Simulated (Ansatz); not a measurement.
C2H3FN2, SMILES NC1(F)C=N1, a ladder of methods at one geometry

Computed with Ansatz 0.2.0 through its Python package.

Notebook, run cell by cell (the value of a cell's last expression is shown):

In [1]:
```python
from pathlib import Path
import warnings

import ansatz as az
import numpy as np
```

In [2]:
```python
warnings.simplefilter('ignore', az.DeckWarning)
```

In [3]:
```python
geometry_ang = [
    ('N', (-0.5299, -0.1859, 1.0959)),
    ('C', (0.3484, -0.177, -0.0154)),
    ('F', (1.6113, -0.5804, 0.2187)),
    ('C', (-0.0548, -0.0652, -1.3453)),
    ('N', (0.1914, 1.0347, -0.907)),
    ('H', (-1.0029, 0.803, 1.0669)),
    ('H', (-0.0053, -0.1539, 1.9471)),
    ('H', (-0.466, -0.7322, -2.1168)),
]
system = az.Crystal.molecule()
for symbol, xyz in geometry_ang:
    system = system.atom(symbol, xyz)

setup = system.calculation().basis(gaussian='cc-pVDZ')
```

In [4]:
```python
print('functional    E (Ha)        dipole (D)   HOMO (eV)  LUMO (eV)')
for name in ['revpbe', 'cam_b3lyp', 'pbe', 'lc_wpbe', 'r2scan0']:
    report = setup.functional(name).forces().orbitals().run(runs_dir='runs').report
    lines = Path(report['orbitals_path']).read_text().splitlines()
    field_of = lambda key: [line.split('=')[1].strip() for line in lines if line.startswith(key)]
    orbitals = [(27.211386 * float(e), s, float(n)) for e, s, n in zip(field_of('Ene='), field_of('Spin='), field_of('Occup='))]
    homo = max(e for e, _, n in orbitals if n > 0.5)
    lumo = min(e for e, _, n in orbitals if n < 0.5)
    dipole = 4.803205 * np.linalg.norm(report['charge_distribution']['dipole_moment_e_ang'])
    print(f'{name:10s} {report["free_energy_ev"] / 27.211386246:14.6f} {dipole:9.3f} {homo:11.3f} {lumo:10.3f}')
```
```text
functional    E (Ha)        dipole (D)   HOMO (eV)  LUMO (eV)
revpbe        -287.194355     0.975      -5.003     -1.297
cam_b3lyp     -287.157544     1.084      -7.860      1.070
pbe           -286.960390     0.982      -5.045     -1.386
lc_wpbe       -287.098741     1.077      -9.226      2.331
r2scan0       -287.094255     1.146      -6.694     -0.163
```

Reading the output:
- The settings weren't tested for convergence.
- The geometry is a force-field or estimated start, not a minimum of this method, and the basis set is short of its limit. A lower total doesn't mark the better method: functionals have no common bound, and MP2 and coupled cluster aren't variational.
- Levels such as HOMO and LUMO are orbital energies: with these approximate functionals they aren't the ionisation energy and electron affinity, and their gap isn't the fundamental gap.
- Run time: 13 s on 1 thread of Arm Neoverse V2, with other jobs on the host, peak memory 0.24 GiB.
